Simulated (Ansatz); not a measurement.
```yaml
crystal:
  periodic: [false, false, false]
  atoms:
    - {symbol: W, position_ang: [-0.172416, 0.008446, -0.000354]}
    - {symbol: O, position_ang: [1.841243, -0.144705, 0.004031]}
    - {symbol: H, position_ang: [2.220581, 0.756530, 0.000539]}
basis:
  gaussian: {orbitals: def2-TZVP}
magnetization: {spin_polarized: true, initial_magnetization: 5}
hamiltonian: {xc: pbe0}
relax: {f_tol: 0.004, max_steps: 80}
```

```sh
$ ansatz run in.yaml --threads 1 --pin off --events-out ev --progress --plain --max-ram 2176MiB
```

Steps of the relaxation (energy above the last step; positions in Å, forces in eV/Å):

```
3
step 1, 112.5 meV
W    -0.172    0.008    0.000    1.682   -0.220    0.004
O     1.841   -0.145    0.004   -1.597    0.913   -0.007
H     2.221    0.757    0.001   -0.085   -0.693    0.003
```

```
3
step 2, 11.9 meV
W    -0.130    0.002    0.000    0.043   -0.099    0.001
O     1.796   -0.125    0.004   -0.099    0.417   -0.002
H     2.224    0.744    0.001    0.056   -0.318    0.002
```

```
3
step 3, 2.9 meV
W    -0.139   -0.009    0.000   -0.044   -0.047    0.000
O     1.782   -0.108    0.004    0.008    0.184   -0.001
H     2.246    0.738    0.001    0.037   -0.137    0.001
```

```
3
step 6, 0.0 meV
W    -0.150   -0.020    0.000    0.000    0.000    0.000
O     1.770   -0.091    0.004   -0.001    0.000    0.000
H     2.270    0.731    0.001    0.000    0.000    0.000
```

Close pairs at the end: O2–H3 0.962 Å, W1–O2 1.921 Å, W1–H3 2.534 Å.

A stationary point of unrestricted PBE0 after 6 steps, with ⟨S²⟩ = 8.758 against 8.75 for a pure state; no frequencies were run, so it isn't proven a minimum. 10 s on 1 thread of AMD EPYC 9R45, shared host.
